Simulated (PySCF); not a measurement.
Gas-phase reaction: AlCl + HCl ⇌ AlCl2 + H

Energies from PySCF, thermal terms from the rigid-rotor harmonic-oscillator model, ideal gas at 1 bar. 'Table' is the NASA 1993 thermochemical table (part measured, part estimated). After a fit of one offset per element over all species, the range-separated, M06-2X, PBE0/def2-QZVP and CCSD(T)/def2-TZVPP enthalpies, where run, lie to one side of the table for AlCl (-22 kJ/mol), AlCl2 (+44 kJ/mol): a fault of the table's entry, another state or a shared error of the levels is possible; this was not checked at source. † marks an energy on the PBE0/def2-TZVP geometry and frequencies; other levels use their own. CCSD(T) freezes the core. 6-31G* has spherical d functions here. Open shells (unrestricted): AlCl2 (multiplicity 2), H (multiplicity 2); the rest are closed-shell singlets. For this reaction the table lies outside the span of B3LYP, CCSD(T), M06-2X, MP2, PBE0, r2SCAN, ωB97M-V, ωB97X-V in their largest bases here; which side is off was not settled. CCSD(T) isn't extrapolated to the basis-set limit; its ΔH°(298 K) is 134.7 kJ in def2-SVP and 141.3 kJ in def2-TZVPP. The harmonic model lacks anharmonicity and excited electronic states, which grow with temperature; levels with a mode under 35 cm⁻¹ are left out. The table's entry may be an old estimate for AlCl, AlCl2 (not checked at source).

```csv
level,"ΔH°(298 K), kJ",minus table,"ΔG°(1600 K), kJ"
table,81.4,-,85.1
BLYP/def2-TZVP†,146.2,64.8,148.5
CCSD(T)/def2-TZVPP†,141.3,59.9,143.7
HF/6-31G*,44.4,-37.0,48.5
M06-2X/def2-TZVP†,121.5,40.1,123.9
PBE0/def2-SVP†,110.9,29.5,113.2
LDA/def2-TZVP†,139.6,58.2,141.9
ωB97M-V/def2-TZVP†,146.5,65.1,148.9
```
